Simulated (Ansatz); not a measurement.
**Dissociation curves of SiH4 (SMILES [H][Si]([H])([H])[H])**

SiH4 has 5 atoms, charge 0, and is taken as a singlet. As SMILES, `[H][Si]([H])([H])[H]`. Geometry: relaxed at GFN2-xTB.

```xyz
5

Si    0.0001    0.0000    0.0001
H     0.0113   -0.0194    1.4609
H     1.3735    0.0113   -0.4978
H    -0.6966    1.1967   -0.4657
H    -0.6882   -1.1885   -0.4975
```

The Si1–H4 distance is scanned; the parts on either side stay rigid. Basis 6-31G, 5 core orbitals frozen in the correlated methods; program Ansatz 0.2.0. FCI is exact within this basis and core. Energies in eV from each method's value at 1.461 Å; methods without a U are spin-restricted. The shape above is that at 1.461 Å.

```tsv
distance (Å)	SVWN5	revPBE	r2SCAN	HSE06	CCSD(T)	CCSDT(Q)	CCSDTQ	FCI
1.461	0.00	0.00	0.00	0.00	0.00	0.00	0.00	0.00
1.826	0.51	0.50	0.57	0.57	0.47	0.47	0.47	0.47
2.191	1.60	1.58	1.72	1.74	1.47	1.47	1.47	1.47
2.922	3.47	3.40	3.66	3.75	2.89	2.88	2.88	2.88
3.653	4.54	4.42	4.78	4.96	3.27	3.32	3.32	3.32
```

Departure from the FCI curve at its largest: SVWN5 +1.22 eV at 3.65 Å; revPBE +1.09 eV at 3.65 Å; r2SCAN +1.46 eV at 3.65 Å; HSE06 +1.64 eV at 3.65 Å; CCSD(T) -0.05 eV at 3.65 Å; CCSDT(Q) within 0.005 eV; CCSDTQ within 0.005 eV. Restricted functionals keep the electrons paired too, and rise too high.
